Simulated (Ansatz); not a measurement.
What does this script print? It uses the Ansatz DFT code, driven from Python.

The script reads `ch4si.xyz`:
```text
6

C    -0.14285   -0.38469   -0.43893
Si    0.76864    0.34350    1.06294
H    -1.19993   -0.51693   -0.21789
H     0.26747   -1.35059   -0.71579
H    -0.05776    0.27762   -1.29798
H     0.36443    1.63110    1.60766
```

Script `cas_ch4si.py`:
```python
"""Active-space calculation on CH4Si."""

import ansatz

BASIS_SET = "6-31G*"


def main() -> None:
    system = ansatz.Crystal.molecule_from_extxyz("ch4si.xyz")

    setup = (
        system.calculation()
        .basis(gaussian=BASIS_SET)
        .correlation(active_electrons=4, active_orbitals=5)
    )
    for method in [None]:
        report = (setup if method is None else setup.correlation(method)).run(threads=1, backend="cpu").report
        space = report["configurations"]
        state = space["states"][0]
        print(method or "casscf", f"total {report['free_energy_ev'] / 27.211386246:.6f} Ha, active-space state {state['energy']['hartree']:.6f} Ha, mean field {report['reference_energy_ev'] / 27.211386246:.6f} Ha")
        print("  determinants", state["n_determinants"], " natural occupations", [round(n, 3) for n in space["natural_occupations"]])


if __name__ == "__main__":
    main()
```

```console
$ python cas_ch4si.py
casscf total -329.069254 Ha, active-space state -329.069254 Ha, mean field -329.027757 Ha
  determinants 100  natural occupations [1.983, 1.898, 0.086, 0.017, 0.016]
```

Caveats:
- Total energies depend on the basis set; only differences at equal settings carry meaning.
- The geometry is a force-field or estimated start, not a minimum of this method, and the basis set is short of its limit. The active space starts as a window about the frontier orbitals and is then optimised, not chosen by chemistry.
- It ran for 3 s on 1 thread of Intel(R) Xeon(R) Platinum 8375C CPU @ 2.90GHz (Ice Lake) (shared host), peak memory 0.15 GiB.

(Lines on the test bed's own set-up are left out of the output.)
